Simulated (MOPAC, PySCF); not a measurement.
C2H5NO, SMILES `CC(N)=O`, neutral singlet in the gas phase. 

Cartesian coordinates (Å):
SMILES: NC(C)=O
```xyz
9

C     -0.9838     0.5070    -0.0643
C      0.1114    -0.3911     0.4776
N      1.2590    -0.4058    -0.2607
O     -0.0127    -1.0496     1.4910
H     -1.8489     0.4372     0.5884
H     -0.6457     1.5445    -0.1064
H     -1.2672     0.2049    -1.0747
H      2.0228    -0.9826     0.0483
H      1.3650     0.1355    -1.0992
```
Charge 0, multiplicity 1.

All levels are single points at this geometry (B3LYP-D3(BJ)/def2-TZVP); Pople sets use spherical d functions. Orbital energies aren't observables, and empty levels follow the basis.

PM6 in MOPAC gives gap (eV) = 11.82.

Estimate the gap (eV) from each of these levels: PBE-D3(BJ)/def2-TZVP in PySCF; TPSSh-D3(BJ)/def2-TZVP in PySCF; B3LYP/3-21G in PySCF; BP86/6-31G* in PySCF; M06-2X/6-31G* in PySCF; PBE/6-31G* in PySCF; SVWN5/6-31G* in PySCF; HF/3-21G in PySCF; HF/STO-3G in PySCF; AM1 in MOPAC; PM3 in MOPAC; PM7 in MOPAC.


```tsv
level	gap (eV)
PBE-D3(BJ)/def2-TZVP in PySCF	5.30
TPSSh-D3(BJ)/def2-TZVP in PySCF	6.65
B3LYP/3-21G in PySCF	7.62
BP86/6-31G* in PySCF	5.34
M06-2X/6-31G* in PySCF	10.93
PBE/6-31G* in PySCF	5.32
SVWN5/6-31G* in PySCF	5.25
HF/3-21G in PySCF	16.45
HF/STO-3G in PySCF	17.42
AM1 in MOPAC	12.28
PM3 in MOPAC	11.28
PM7 in MOPAC	11.79
```
